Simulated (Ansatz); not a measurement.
**AlH2ClO (SMILES [OH][AlH][Cl]): levels of theory compared**

Wanted: a comparison of 6 runs (B3LYP/STO-3G, BLYP/STO-3G, UPBE0/STO-3G, r2SCAN/STO-3G, revPBE/STO-3G, CCSD(T)/STO-3G) of AlH2ClO. 

The results are computed with Ansatz 0.2.0.

77 further runs of the same task are left out: 5 that didn't finish, 72 set aside as unsound or not needed.

### 1 The system as given

AlH2ClO has 5 atoms, charge 0, and is taken as a singlet. SMILES: `[OH][AlH][Cl]`. The Cl3–Al2 distance was set to 4.192 Å, away from the relaxed value. At this shape a bond of the SMILES string is far longer than usual.

Bond lengths: O1–Al2 1.684 Å, O1–H4 0.956 Å, Al2–H5 1.563 Å. Angles: O1–Al2–H5 119.3°, Al2–O1–H4 124.3°.

### 2 A single-point energy at B3LYP/STO-3G (run 1)

File molecule.yaml:

```yaml
crystal:
  periodic: [false, false, false]
  atoms:
    - {symbol: O, position_ang: [-1.794016, 2.281244, -1.039712]}
    - {symbol: Al, position_ang: [-0.252916, 2.095244, -0.387812]}
    - {symbol: Cl, position_ang: [1.114900, -1.725400, 0.662800]}
    - {symbol: H, position_ang: [-2.403416, 1.561244, -1.194812]}
    - {symbol: H, position_ang: [0.649584, 3.355344, -0.183112]}
basis:
  gaussian: {orbitals: STO-3G}
hamiltonian: {xc: {name: B3LYP}}
accuracy: high
```

Command:

```
$ ansatz run molecule.yaml --threads 1 --pin off --max-ram 2610MiB --events-out events.jsonl --progress --plain --runs-dir runs
```

Standard output:

```text
Warning: RAYON_NUM_THREADS=1 ignored (pool sized by the plan → 1); use --threads N
Functional definition: B3LYP
  name "B3LYP"
  parameter a0 = 0.2
  parameter ax = 0.72
  parameter ac = 0.81
  exchange = (1 - a0 - ax)*slater_x + ax*b88_x + a0*exact_x
  correlation = (1 - ac)*vwn_rpa_c + ac*lyp_c
411 factors; integrals over basis functions are off by at most 2.3e-8 eV
mean field evaluation 1: about -20947.0364 eV, gradient 2.8e1 eV
mean field evaluation 2: about -20836.0044 eV, gradient 4.1e1 eV
mean field evaluation 4: about -20949.8073 eV, gradient 7.5e0 eV
mean field evaluation 8: about -20950.1168 eV, gradient 4.7e0 eV
mean field evaluation 16: about -20951.7429 eV, gradient 3.8e-4 eV
mean field evaluation 32: about -20951.6866 eV, gradient 5.3e-1 eV
mean field -20951.74288892 eV, -769.9623495663 hartree, gradient 9.0e-9 eV, S^2 0.000000; 2 other end points of the search recorded, 0 dependent functions left out
reference -20951.74292273 eV, -769.9623508089 hartree; 20, 20 occupied and 5, 5 virtual orbitals, 411 factors
Total energy: -20951.74292273 eV, -769.9623508089 hartree
```

Wall time 0.62 s (1 thread of AMD EPYC 9R45 (Zen 5), shared host).

### 3 A single-point energy at BLYP/STO-3G (run 2)

File input.yaml:

```yaml
crystal:
  periodic: [false, false, false]
  atoms:
    - symbol: O
      position_ang: [-1.794016, 2.281244, -1.039712]
    - symbol: Al
      position_ang: [-0.252916, 2.095244, -0.387812]
    - symbol: Cl
      position_ang: [1.114900, -1.725400, 0.662800]
    - symbol: H
      position_ang: [-2.403416, 1.561244, -1.194812]
    - symbol: H
      position_ang: [0.649584, 3.355344, -0.183112]
basis:
  gaussian:
    orbitals: STO-3G
hamiltonian:
  xc: {name: BLYP}
accuracy: high
```

Command:

```
$ ansatz run input.yaml --threads 1 --pin off --max-ram 2610MiB --events-out events.jsonl --progress --plain --runs-dir runs
```

Standard output:

```text
Warning: RAYON_NUM_THREADS=1 ignored (pool sized by the plan → 1); use --threads N
Functional definition: BLYP
  name "BLYP"
  parameter beta = 0.0042
  parameter a = 0.04918
  parameter b = 0.132
  parameter c = 0.2533
  parameter d = 0.349
  exchange = b88_x(beta = beta)
  correlation = lyp_c(a = a, b = b, c = c, d = d)
411 factors; integrals over basis functions are off by at most 2.3e-8 eV
mean field evaluation 1: about -20943.3433 eV, gradient 3.1e1 eV
mean field evaluation 2: about -20827.6763 eV, gradient 6.1e1 eV
mean field evaluation 4: about -20947.0074 eV, gradient 6.3e0 eV
mean field evaluation 8: about -20947.3555 eV, gradient 6.4e0 eV
mean field evaluation 16: about -20949.3616 eV, gradient 4.6e-2 eV
mean field evaluation 32: about -20944.1870 eV, gradient 2.6e1 eV
mean field -20949.36161967 eV, -769.8748395355 hartree, gradient 2.7e-8 eV, S^2 0.000000; 2 other end points of the search recorded, 0 dependent functions left out
reference -20949.36166580 eV, -769.8748412307 hartree; 20, 20 occupied and 5, 5 virtual orbitals, 411 factors
Total energy: -20949.36166580 eV, -769.8748412307 hartree
```

Wall time 0.62 s (1 thread of AMD EPYC 9R45 (Zen 5), shared host).

Runs 3 to 4 aren't shown in full; the table further down has their settings and results.

### 4 A single-point energy at revPBE/STO-3G (run 5)

File in.yaml:

```yaml
crystal:
  periodic: [false, false, false]
  atoms:
    - symbol: O
      position_ang: [-1.794016, 2.281244, -1.039712]
    - symbol: Al
      position_ang: [-0.252916, 2.095244, -0.387812]
    - symbol: Cl
      position_ang: [1.114900, -1.725400, 0.662800]
    - symbol: H
      position_ang: [-2.403416, 1.561244, -1.194812]
    - symbol: H
      position_ang: [0.649584, 3.355344, -0.183112]
basis:
  gaussian:
    orbitals: STO-3G
hamiltonian:
  xc: {name: revPBE}
accuracy: high
```

Command:

```
$ ansatz run in.yaml --threads 1 --pin off --max-ram 2610MiB --events-out events.jsonl --progress --plain --runs-dir runs
```

Standard output:

```text
Warning: RAYON_NUM_THREADS=1 ignored (pool sized by the plan → 1); use --threads N
Functional definition: revPBE
  name "revPBE"
  parameter kappa = 1.245
  parameter beta = 0.06672455060314922
  exchange = pbe_x(kappa = kappa, mu = beta*pi^2/3)
  correlation = pbe_c(beta = beta)
411 factors; integrals over basis functions are off by at most 2.3e-8 eV
mean field evaluation 1: about -20942.3231 eV, gradient 3.0e1 eV
mean field evaluation 2: about -20828.5684 eV, gradient 5.1e1 eV
mean field evaluation 4: about -20945.6005 eV, gradient 6.7e0 eV
mean field evaluation 8: about -20927.4873 eV, gradient 1.2e1 eV
mean field evaluation 16: about -20947.9032 eV, gradient 2.4e-3 eV
mean field evaluation 32: about -20947.8519 eV, gradient 4.9e-1 eV
mean field -20947.90321142 eV, -769.8212440209 hartree, gradient 1.3e-8 eV, S^2 0.000000; 2 other end points of the search recorded, 0 dependent functions left out
reference -20947.90321423 eV, -769.8212441242 hartree; 20, 20 occupied and 5, 5 virtual orbitals, 411 factors
Total energy: -20947.90321423 eV, -769.8212441242 hartree
```

Wall time 0.56 s (1 thread of AMD EPYC 9R45 (Zen 5), shared host).

### 5 A single-point energy at CCSD(T)/STO-3G (run 6)

File job.yaml:

```yaml
crystal:
  periodic: [false, false, false]
  atoms:
    - {symbol: O, position_ang: [-1.794016, 2.281244, -1.039712]}
    - {symbol: Al, position_ang: [-0.252916, 2.095244, -0.387812]}
    - {symbol: Cl, position_ang: [1.114900, -1.725400, 0.662800]}
    - {symbol: H, position_ang: [-2.403416, 1.561244, -1.194812]}
    - {symbol: H, position_ang: [0.649584, 3.355344, -0.183112]}
basis:
  gaussian: {orbitals: STO-3G}
correlation: {method: ccsd_t, frozen_orbitals: {Al: 5, Cl: 5, H: 0, O: 1}}
accuracy: high
scf: {omitted_lower_state_checks: [cluster_reference, increment]}
```

Command:

```
$ ansatz run job.yaml --threads 1 --pin off --max-ram 2610MiB --events-out events.jsonl --progress --plain --runs-dir runs
```

Standard output:

```text
Warning: RAYON_NUM_THREADS=1 ignored (pool sized by the plan → 1); use --threads N
[... 12 lines left out ...]
11 core orbitals not correlated: weight in the atoms' cores, before any rotation towards them, 1.000 or more for the frozen orbitals, at most 0.000 for the correlated occupied ones
[... 51 lines left out ...]
WARN: these amplitudes may be one of several solutions (largest doubles amplitude 0.82, level shift 0.31 eV)
Total energy: -20914.55722461 eV, -768.5958016084 hartree
Checks for a lower state left out: cluster_reference, increment
```

Wall time 0.14 s (1 thread of AMD EPYC 9R45 (Zen 5), shared host).

### 6 All runs side by side

| run | level | frozen core orbitals | energy (Eh) | wall time |
| --- | --- | --- | --- | --- |
| 1 | B3LYP/STO-3G | – | -769.962351 | 0.62 s |
| 2 | BLYP/STO-3G | – | -769.874841 | 0.62 s |
| 3 | UPBE0/STO-3G | – | -769.653170 | 2 s |
| 4 | r2SCAN/STO-3G | – | -769.911990 | 1.6 s |
| 5 | revPBE/STO-3G | – | -769.821244 | 0.56 s |
| 6 | CCSD(T)/STO-3G | 11 | -768.595802 | 0.14 s |

### 7 Summary of results

```
                                           quantity          value
                                run 6: total energy  -768.59580 Eh
run 6: correlation energy (11 core orbitals frozen)     -135.3 mEh
                              run 6: (T) correction     -20.75 mEh
                               run 6: T1 diagnostic          0.148
```

In words: Totals of different functionals can't be ranked against each other. In run 6 the T1 diagnostic is large, so a single reference may not serve. In run 6 the log says that unrestricted orbitals would lower the reference, so the values rest on an unstable closed-shell determinant (other closed-shell runs at this shape may share the fault). In runs 1, 2, 3, 4, 5, 6 the basis is minimal, so the values are rough. Spin contamination of the reference: run 3 ⟨S²⟩ = 0.51. All runs together took 5.6 s, the longest 2 s.
